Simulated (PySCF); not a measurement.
Ionisation energy of Ne by level of theory

Ne [Ne] (1S) → Ne⁺ [He] 2s2 2p5 (2P), as a difference of total energies. All numbers are calculated (PySCF 2.14, the spin-free X2C one-electron Hamiltonian (Gaussian nucleus), in dyall-av3z (15s9p3d2f, 71 functions)). Correlated levels: valence: 1s2 frozen; virtual orbitals above 40 to 60 times the deepest correlated orbital energy dropped. The calculations carry no spin-orbit coupling.

```
           method  ionisation energy (eV)  plus first-order spin-orbit estimate  error of that sum (eV)
              UHF                  19.642                                19.608                  -1.957
              LDA                  22.172                                22.139                  +0.574
              PBE                  21.644                                21.611                  +0.046
             PBE0                  21.433                                21.399                  -0.166
           r2SCAN                  21.472                                21.438                  -0.127
             BLYP                  21.657                                21.624                  +0.059
          r2SCANh                  21.405                                21.372                  -0.193
           M06-2X                  21.516                                21.482                  -0.083
          LC-wPBE                  21.752                                21.719                  +0.154
    MP2 (valence)                  21.625                                21.592                  +0.027
SCS-MP2 (valence)                  21.478                                21.445                  -0.120
```

Reference: 21.565 eV (measured; NIST Atomic Spectra Database, ionization energies).

A first-order spin-orbit estimate (lowest level to lowest level, LS coupling) adds -0.033 eV.

Errors of the correlated levels include the incompleteness of this basis and the frozen core.
